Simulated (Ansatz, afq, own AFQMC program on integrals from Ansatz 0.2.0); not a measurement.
Integrals from Ansatz 0.2.0, then the random walk in our own AFQMC program (afq).

```yaml
crystal:
  periodic: [false, false, false]
  atoms:
    - {symbol: Zr, position_ang: [0.000000, 0.000000, 0.000000]}
    - {symbol: S, position_ang: [0.000000, 0.000000, 2.182917]}
basis:
  gaussian: {orbitals: def2-SVP}
total_charge: 1
magnetization: {spin_polarized: true, initial_magnetization: 1}
correlation: {method: ccsd_t, electrons: outside_noble_gas, hamiltonian_folder: ham}
```

```sh
$ ansatz run in.yaml --threads 1 --pin off --events-out ev --progress --plain --max-ram 24576MiB --backend cuda --devices 0, --max-vram 18GiB
```

afq runs on the folder ham with

```
--method phaseless --trial hf --walkers 4000 --populations 20 --least-time 40 --time-step 0.005 --steps-per-block 20 --equilibration-blocks 160 --max-blocks 4000 --target-error 0.0009000 --factor-cut 1e-05 --start spin_pure --seed 7510 --taylor-order 6
```

Times are imaginary, in 1/Eh. The walk had a cap of 50 s. With eight or more populations the least sampling time is a fifth of least-time, and the error comes from their spread. Core potentials past Kr, no spin–orbit coupling.

Log:

```
orbitals 40  electrons 5 4  factors 327 of 488
reference energy -443.67948817 Eh
CCSD correlation -0.19903329 Eh in 16 cycles, weight of the determinant in the CISD state 0.8442
energy of the start -443.683043 Eh
 block  time / (1/Eh)  mean weight  energy / Eh
     1     0.100  1.0007  -443.718849
     2     0.200  1.0012  -443.746591
     3     0.300  1.0014  -443.769809
     4     0.400  1.0011  -443.787718
     5     0.500  1.0007  -443.803152
     7     0.700  1.0009  -443.824772
     9     0.900  1.0005  -443.841099
    17     1.700  1.0001  -443.873976
    33     3.300  0.9999  -443.892882
    49     4.900  1.0001  -443.894072
    65     6.500  0.9999  -443.899433
    81     8.100  1.0000  -443.906276
    97     9.700  0.9997  -443.894474
   113    11.300  1.0000  -443.904571
   129    12.900  0.9996  -443.903237
   145    14.500  1.0003  -443.892417
   161    16.100  0.9999  -443.893167
   169    16.900  1.0000  -443.906944
   177    17.700  1.0002  -443.903680
   193    19.300  1.0000  -443.893303
   209    20.900  1.0001  -443.890651
   225    22.500  1.0003  -443.883289
   241    24.100  0.9999  -443.898196
   257    25.700  1.0002  -443.894792
   273    27.300  1.0001  -443.894129
   289    28.900  1.0001  -443.900378
   305    30.500  0.9999  -443.887503
   321    32.100  1.0002  -443.895526
   329    32.900  1.0004  -443.891068
error from the spread of 20 populations
energy -443.895100 +/- 0.001082 Eh
(rows thinned)
```

The run passed its tests (sampling time, drift between the halves within three errors, error under three times the target), which doesn't prove that it has relaxed, ending at its cap on processor time.

Against this walk (error 29.4 meV) on the same determinant: CCSD(T) 33.2 meV higher (within the noise), CCSDT(Q) 47.4 meV lower (within the noise), a separate phaseless walk with a CISD trial and standard settings 30.3 ± 30.0 meV higher (within the noise). The error is statistical and leaves out the bias of the constraint. The determinant has ⟨S²⟩ = 0.92, so the low cluster orders mix in higher spin (the high orders can go on to a lower state of that spin), while the walk starts as a pure doublet. None of these is a sure reference here.

Cautions: constraint bias not in the error; error above the target (29.4 against 24.5 meV); no spin-orbit coupling; outer-core shells of the metal frozen; strong correlation (T1 0.052, weight of the determinant 0.84, largest double 0.06); (T) is large, 8 % of the CCSD correlation; unrestricted determinant spin contaminated (⟨S²⟩ 0.92 against 0.75); CCSDT(Q) on the ROHF determinant differs (95 meV higher), by its state or its frozen core.

The walk took 50 s on 1 × NVIDIA H100 80GB HBM3 with 2 threads of AMD EPYC 7R13 Processor (Zen 3), on a shared host (the card was shared). The log's last line is the phaseless energy.

CCSDT and higher add their correlation energy to the determinant of the CCSD(T) run, since their own runs factorise the integrals more tightly (a shift of under 2 meV). A walk keeps the symmetry of its determinant, which the program's search chose and which needn't be the lowest solution, so a lower state of the same spin and another symmetry isn't excluded.
